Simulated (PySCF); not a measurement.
Delta-SCF ions had no search for a lower state. Excitations are Tamm–Dancoff values on a coarser integration grid. The basis has no diffuse functions, so Rydberg states are missing or too high.

**BF₃, SMILES `FB(F)F` (charge 0, multiplicity 1)**

Computed with PBE-D3(BJ)/def2-TZVP // PBE0-D3(BJ)/def2-TZVP (PySCF 2.14.0).

* **HOMO**: -9.99 eV
* **dipole moment**: 0.00 D
* **HOMO–LUMO gap**: 9.65 eV
* **LUMO**: -0.34 eV
* **S1 excitation (TDA)**: 9.73 eV
* **S1 oscillator strength**: 0.000
* **T1 excitation (TDA)**: 9.50 eV
* **S1–T1 gap (TDA)**: 0.23 eV
* **vertical ionisation energy (Delta-SCF)**: 14.42 eV
* **total energy**: -324.3860 Ha
* **cost**: roughly 50 core-seconds

```xyz
4

F      1.2126    -0.4960     0.2901
B      0.0000     0.0000     0.2381
F     -1.0089    -0.6827     0.7231
F     -0.2037     1.1786    -0.2989
```
